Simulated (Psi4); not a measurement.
# SiH2Cl2 (SMILES [H][Si]([H])(Cl)Cl): MP2/aug-cc-pVDZ

Aim: the vertical electron affinity of SiH2Cl2 at MP2/aug-cc-pVDZ, from 2 runs. 

The results are computed with Psi4 1.11.

3 further runs of the same task are left out: 3 set aside as unsound or not needed.

### 1 The molecule

SiH2Cl2: 5 atoms, total charge 0, spin state singlet. As SMILES, `[H][Si]([H])(Cl)Cl`. The shape is that of a GFN2-xTB optimisation.

Bond lengths: Si1–Cl2 2.009 Å, Si1–Cl3 2.010 Å, Si1–H4 1.455 Å, Si1–H5 1.455 Å. Angles: Cl2–Si1–Cl3 109.6°, Cl2–Si1–H4 108.7°, Cl2–Si1–H5 108.7°, Cl3–Si1–H4 108.7°, Cl3–Si1–H5 108.7°, H4–Si1–H5 112.4°.

### 2 The energy at MP2/aug-cc-pVDZ

input.dat

```
memory 1.6 GB

molecule system {
  0 1
  Si    -0.114410     0.000100    -0.080100
  Cl    -0.106910    -0.020950     1.929170
  Cl     1.776060     0.014740    -0.761640
  H     -0.781060     1.211900    -0.531030
  H     -0.773670    -1.205780    -0.556400
  symmetry c1
  no_reorient
  no_com
}

set puream true
set e_convergence 1e-09
set d_convergence 1e-08
set scf_type pk
set num_frozen_docc 15
set mp2_type conv

e = energy("mp2/aug-cc-pVDZ")
print_variables()
```

Started as:

```sh
psi4 -i input.dat -o output.dat -n 1
```

output.dat, cut to the lines that bear on the results:

```text
[...]
  Running in c1 symmetry.
[...]
  Nuclear repulsion =  195.016513993426116
[...]
  Multiplicity = 1
[...]
  Nalpha       = 25
  Nbeta        = 25
[...]
    Number of basis functions: 99
[...]
   @RHF iter   1: -1209.18036025318997   -1.45115e-01   1.67821e-03 DIIS/ADIIS
[...]
   @RHF iter  10: -1209.20433167945066   -4.77485e-12   3.21028e-09 DIIS
[...]
    Orbital Energies [Eh]
    ---------------------
    Doubly Occupied:
       1A   -104.841034     2A   -104.841033     3A    -68.874540
       4A    -10.570793     5A    -10.570787     6A     -8.038084
       7A     -8.038079     8A     -8.035325     9A     -8.035320
      10A     -8.035266    11A     -8.035261    12A     -6.216488
      13A     -4.323964    14A     -4.322725    15A     -4.321481
      16A     -1.138293    17A     -1.106009    18A     -0.737421
      19A     -0.569992    20A     -0.566475    21A     -0.563924
      22A     -0.485936    23A     -0.485444    24A     -0.468259
      25A     -0.454436
[...]
  @RHF Final Energy: -1209.20433167945066
   => Energetics <=
    Nuclear Repulsion Energy =            195.0165139934261163
    One-Electron Energy =               -2061.0889545109102983
    Two-Electron Energy =                 656.8681088380334359
    Total Energy =                      -1209.2043316794506609
[...]
 Multipole Moments:
 ------------------------------------------------------------------------------------
     Multipole            Electronic (a.u.)      Nuclear  (a.u.)        Total (a.u.)
 ------------------------------------------------------------------------------------
 L = 1.  Multiply by 2.5417464519 to convert [e a0] to [Debye]
 Dipole X            :        -48.0960773           47.6571543           -0.4389230
 Dipole Y            :          0.1861825           -0.1852876            0.0008949
 Dipole Z            :        -33.6401110           33.3332193           -0.3068917
 Magnitude           :                                                    0.5355714
[...]
	SCS-MP2 Total Energy (a.u.)        : -1209.59088618734177
	SOS-MP2 Total Energy (a.u.)        : -1209.58750355327993
	SCSN-MP2 Total Energy (a.u.)       : -1209.37781871759034
[...]
	SOS-PI-MP2 Total Energy (a.u.)     : -1209.61697831280526
[...]
	MP2 Total Energy (a.u.)            : -1209.59765145546498
[...]
```

Run time: 22 s. Hardware: 1 thread of Intel Xeon Platinum 8488C (Sapphire Rapids), shared host; peak memory 0.57 GiB.

### 3 The doublet anion at the same level

input.inp

```
memory 1600 mb

molecule mol {
  -1 2
  Si    -0.114410     0.000100    -0.080100
  Cl    -0.106910    -0.020950     1.929170
  Cl     1.776060     0.014740    -0.761640
  H     -0.781060     1.211900    -0.531030
  H     -0.773670    -1.205780    -0.556400
  symmetry c1
}

set basis aug-cc-pVDZ
set reference uhf
set puream true
set e_convergence 1e-09
set d_convergence 1e-08
set scf_type pk
set num_frozen_docc 15
set mp2_type conv
set maxiter 200

result, w = energy('mp2', return_wfn=True)
```

Started as:

```sh
psi4 -i input.inp -o input.out -n 1
```

input.out, cut to the lines that bear on the results:

```text
[...]
  Running in c1 symmetry.
[...]
  Nuclear repulsion =  195.016513993426116
[...]
  Multiplicity = 2
[...]
  Nalpha       = 26
  Nbeta        = 25
[...]
    Number of basis functions: 99
[...]
   @UHF iter   1: -1209.07423267606418   -3.89870e-02   2.10801e-03 ADIIS/DIIS
[...]
   @UHF iter  17: -1209.15207360551608   -2.00089e-11   7.81608e-09 DIIS
[...]
   @S^2 Observed:                7.504502567E-01
[...]
    Orbital Energies [Eh]
    ---------------------
    Alpha Occupied:
       1A   -104.711217     2A   -104.711128     3A    -68.741780
       4A    -10.441457     5A    -10.441360     6A     -7.908463
       7A     -7.908361     8A     -7.905908     9A     -7.905805
      10A     -7.905710    11A     -7.905608    12A     -6.083639
      13A     -4.191374    14A     -4.189865    15A     -4.188599
      16A     -1.010126    17A     -0.978148    18A     -0.606578
      19A     -0.438692    20A     -0.436753    21A     -0.435884
      22A     -0.357696    23A     -0.357471    24A     -0.340775
      25A     -0.323887    26A      0.051269
    Alpha Virtual:
[...]
  @UHF Final Energy: -1209.15207360551608
   => Energetics <=
    Nuclear Repulsion Energy =            195.0165139934261163
    One-Electron Energy =               -2067.5502217077200839
    Two-Electron Energy =                 663.3816341087776891
    Total Energy =                      -1209.1520736055163070
  UHF NO Occupations:
  HONO-2 :   24  A 1.9999503
  HONO-1 :   25  A 1.9998987
[...]
 Multipole Moments:
 ------------------------------------------------------------------------------------
     Multipole            Electronic (a.u.)      Nuclear  (a.u.)        Total (a.u.)
 ------------------------------------------------------------------------------------
 L = 1.  Multiply by 2.5417464519 to convert [e a0] to [Debye]
 Dipole X            :          4.2880672           -3.0233348            1.2647324
 Dipole Y            :         -0.0162407            0.0115616           -0.0046791
 Dipole Z            :          3.0116040           -2.1146879            0.8969161
 Magnitude           :                                                    1.5504929
[...]
	SCS-MP2 Total Energy (a.u.)        : -1209.54661043813553
	SOS-MP2 Total Energy (a.u.)        : -1209.51206799801275
	SCSN-MP2 Total Energy (a.u.)       : -1209.33445768936417
[...]
	SOS-PI-MP2 Total Energy (a.u.)     : -1209.57206706342890
[...]
	MP2 Total Energy (a.u.)            : -1209.55569625296471
[...]
```

Wall time 23 s (1 thread of Intel Xeon Platinum 8488C (Sapphire Rapids), shared host); peak memory 0.57 GiB.

### 4 Results

At MP2/aug-cc-pVDZ, 15 core orbitals frozen:

| quantity | value |
| --- | --- |
| singlet SiH2Cl2: total energy | -1209.59765 Eh |
| singlet SiH2Cl2: HOMO energy (Hartree–Fock orbitals) | -12.37 eV |
| singlet SiH2Cl2: LUMO energy (Hartree–Fock orbitals) | 1.20 eV |
| singlet SiH2Cl2: HOMO–LUMO gap (Hartree–Fock orbitals) | 13.56 eV |
| singlet SiH2Cl2: correlation energy (15 core orbitals frozen) | -393.3 mEh |
| doublet anion: total energy | -1209.55570 Eh |
| doublet anion: HOMO energy (Hartree–Fock orbitals) (highest over α and β) | 1.40 eV |
| doublet anion: LUMO energy (Hartree–Fock orbitals) (lowest over α and β) | 3.75 eV |
| doublet anion: correlation energy (15 core orbitals frozen) | -403.6 mEh |
| doublet anion: ⟨S²⟩ of the reference determinant | 0.750 |
| vertical electron affinity (to the doublet anion) | -1.142 eV |

In words: The anion lies 1.14 eV (110 kJ/mol) above the neutral: the electron isn't bound at this level, and such a value depends on the basis. The HOMO (doublet anion) lies at positive energy, 1.40 eV: the electron is unbound at this level or held by a compact basis; values depend on the basis.
